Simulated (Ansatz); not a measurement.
Ansatz (a quantum-chemistry and plane-wave program) input:

Ansatz 0.2 input:
```yaml
crystal:
  periodic: [false, false, false]
  atoms:
    - {symbol: O, position_ang: [-1.28672144, 0.18416467, 0.02182054]}
    - {symbol: C, position_ang: [-0.19362785, -0.34940143, -0.07812141]}
    - {symbol: S, position_ang: [1.38798401, 0.13491359, -0.01069288]}
basis:
  gaussian:
    orbitals: def2-TZVP
hamiltonian:
  xc: b3lyp
  dispersion: d3bj
total_charge: -1
magnetization: {spin_polarized: true, initial_magnetization: 1}
relax: {f_tol: 0.002, max_steps: 150}
```

What final total energy does it print?

-511.61726 Eh (B3LYP-D3(BJ)/def2-TZVP). The basis has 99 functions.
